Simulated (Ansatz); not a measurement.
C₂H₂S₂, SMILES SC1=CS1, a rigid scan of one bond length

Computed with the Python package of Ansatz (0.2.0).

Contents of `c2h2s2.xyz`:
```text
6

S    -0.61120    1.47440   -0.43990
C    -0.05600    0.05170   -0.04500
C     0.69740   -0.58690    0.75290
S     0.03530   -1.57080   -0.40730
H    -1.42490    1.12420   -1.49850
H     1.40140   -0.55660    1.59160
```

Run as a notebook:

In [1]:
```python
import ansatz as az
import matplotlib.pyplot as plt
import numpy as np

params = {
    'basis_set': '6-31G*',
    'xc': 'PBE',
}

geometry = az.Crystal.molecule_from_extxyz('c2h2s2.xyz')
```

In [2]:
```python
symbols = [site.symbol for site in geometry.cartesian_sites]
start = np.array([site.position_ang for site in geometry.cartesian_sites])
axis = (start[5] - start[2]) / np.linalg.norm(start[5] - start[2])
moving = [5]
lengths, energies = [0.964, 1.008, 1.052, 1.095, 1.139, 1.183, 1.227, 1.293], []
for length in lengths:
    xyz = start.copy()
    xyz[moving] += (length - np.linalg.norm(start[5] - start[2])) * axis
    point = az.Crystal.molecule()
    for symbol, place in zip(symbols, xyz):
        point = point.atom(symbol, place.tolist())
    setup = (
        point.calculation()
        .basis(gaussian=params['basis_set'])
        .functional(params['xc'])
        .scf(lower_state_search='light')
    )
    summary = setup.run().report
    energies.append(summary['free_energy_ev'])
    print(f'r = {length:6.3f} A  E = {energies[-1]:.5f} eV  <S^2> = {abs(summary["mean_field"]["state"]["spin_squared"]):.3f}')
```
```text
r =  0.964 A  E = -23759.95554 eV  <S^2> = 0.000
r =  1.008 A  E = -23760.16584 eV  <S^2> = 0.000
r =  1.052 A  E = -23760.26765 eV  <S^2> = 0.000
r =  1.095 A  E = -23760.28521 eV  <S^2> = 0.000
r =  1.139 A  E = -23760.23801 eV  <S^2> = 0.000
r =  1.183 A  E = -23760.14000 eV  <S^2> = 0.000
r =  1.227 A  E = -23760.00339 eV  <S^2> = 0.000
r =  1.293 A  E = -23759.74687 eV  <S^2> = 0.000
```

In [3]:
```python
# quartic fit about the minimum
fit = np.polynomial.Polynomial.fit(lengths, np.array(energies) - min(energies), 4).convert()
roots = [r.real for r in fit.deriv().roots() if abs(r.imag) < 1e-9 and fit.deriv(2)(r.real) > 0]
r_e = min(roots, key=lambda r: abs(r - lengths[int(np.argmin(energies))]))
print(f'minimum of the fit at {r_e:.4f} A, force constant {fit.deriv(2)(r_e):.2f} eV/A^2')
plt.figure(figsize=(4.5, 3))
plt.plot(lengths, np.array(energies) - min(energies), 'o-')
plt.xlabel('bond length (A)')
plt.ylabel('E - E(min) (eV)')
plt.tight_layout()
plt.savefig('scan.png', dpi=100)
```
```text
minimum of the fit at 1.0839 A, force constant 36.49 eV/A^2
```

Notes:
- The settings weren't tested for convergence.
- The rest of the molecule is held rigid at a force-field or estimated start geometry, and the basis set is modest; single-reference methods fail as a bond breaks.
- The orbitals are restricted, so S² is zero by construction.
- Run time: 12 s on 1 thread of Arm Neoverse V2 (shared host), peak memory 0.21 GiB.
